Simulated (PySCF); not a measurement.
**Computed and published core binding energies of `N#Cc1ccccc1`**

What was measured (core binding energies): N 1s of N1 404.95 eV [1]. Sources and the comparison follow the method.

Species: C₇H₅N.
Bonds: N1–C2 (triple), C2–C3, C3–C4 (aromatic), C4–C5 (aromatic), C5–C6 (aromatic), C6–C7 (aromatic), C7–C8 (aromatic), C3–C8 (aromatic). Hydrogens: H9 on C4; H10 on C5; H11 on C6; H12 on C7; H13 on C8.

The calculation used PySCF 2.14.0, delta-SCF UKS SCAN, pcX-3 on the ionised atom, pcseg-2 elsewhere, spin-free X2C. Each binding energy is the total energy of the core-ionised species, with the hole localised on one atom, minus that of the ground state; both are solved self-consistently, so orbital relaxation is included.

```json
{"atom": "N1", "environment": "nitrile nitrogen", "level": "N 1s", "this calculation (eV)": "404.54", "reference (eV)": "404.95", "difference (eV)": "-0.41", "source": "[1]"}
```

[1] measured, gas; Jolly, The use of core electron binding energies as bench marks for the comparison of valence shell ionization potentials, LBL-11396 (1980); values from Bakke, Chen, Jolly 1980

Question: How well does this level of theory reproduce the measurements here?

Answer: The one measured value differs by -0.41 eV, too little evidence for a typical error. The calculation is vertical and has no vibrational structure, and measured positions depend on the energy calibration.

Question: What does the calculation give for the levels without a reference value here?

Answer: C2 C 1s 291.91 eV; C3 C 1s 291.64 eV; C4/C8 C 1s 290.84 eV; C5/C7 C 1s 290.80 eV; C6 C 1s 290.74 eV.

The listed C 1s values span 1.17 eV, from C6 (bonded to 2 C (aromatic in the SMILES) and H) to C2 (bonded to N (triple bond) and C). The widest gap between neighbouring values is 0.80 eV, between 290.84 and 291.64 eV. The values 290.80 and 290.84 eV lie too close for their order to be trusted.

Atoms equivalent by their bonding share one computed value, that of the first of them. The unrestricted hole states depart most from a pure doublet (⟨S²⟩ = 0.75; over 0.85 named) for C 1s of C2 (0.86), which makes this value less certain. Geometry: PBE0-D3(BJ)/def2-TZVP; no solvent, vibrations or thermal averaging.
